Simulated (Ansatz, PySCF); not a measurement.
fluoroethene (C2H3F), SMILES C=CF. Atoms are numbered in the order given.

```xyz
6

C      0.2005    -1.1740     0.0000
C     -0.4325    -0.0187     0.0000
F      0.2234     1.1584     0.0000
H      1.2802    -1.2283     0.0000
H     -0.3699    -2.0908     0.0000
H     -1.5058     0.1202     0.0000
```
Charge 0, spin multiplicity 1.

The structure is a stationary point at B3LYP-D3(BJ)/def2-TZVP.

Two levels are set side by side: PBE-D3(BJ)/def2-TZVP (Ansatz, a first-principles code) and B3LYP-D3(BJ)/def2-TZVP (Ansatz). Each level has its own optimised geometry; the coordinates shown are those of the second. Frequencies come from the Hessian of PySCF at each geometry. Differences are taken from unrounded values.

| quantity | B3LYP-D3(BJ) | PBE-D3(BJ) | PBE-D3(BJ) minus B3LYP-D3(BJ) |
|---|---|---|---|
| mean bond length (Å) | 1.182 | 1.190 | 0.008 |
| bond C1–C2 (Å) | 1.317 | 1.327 | 0.009 |
| bond C2–F3 (Å) | 1.347 | 1.354 | 0.006 |
| bond C1–H4 (Å) | 1.081 | 1.089 | 0.008 |
| bond C1–H5 (Å) | 1.080 | 1.088 | 0.008 |
| bond C2–H6 (Å) | 1.082 | 1.092 | 0.010 |
| highest harmonic wavenumber (cm⁻¹) | 3262 | 3200 | -62 |
| mean harmonic wavenumber (cm⁻¹) | 1607 | 1560 | -47 |
| zero-point energy (kcal/mol) | 27.57 | 26.76 | -0.81 |

GGA bonds tend to be longer and softer than those of functionals with exact exchange. Differences between two approximate levels are no errors against the true value.
